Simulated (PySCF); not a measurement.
Homolysis of single bonds, series Al SiH3-H. Gas-phase values, no solvent. Strings in code marks are SMILES.

Method: PBE0-D4/def2-TZVP run with PySCF 2.14.0. 

```
species                                      dipole moment (D)
-------------------------------------------  -----------------
whole molecule (`[SiH3][Al]([SiH3])[SiH3]`)               0.12
radical fragment (`[SiH3]`)                               0.03
radical fragment (`[SiH3][Al][SiH3]`)                     0.70
radical fragment (`[AlH][SiH3]`)                          0.51
whole molecule (`[SiH3][AlH2]`)                           0.23
whole molecule (`[AlH3]`)                                 0.00
```
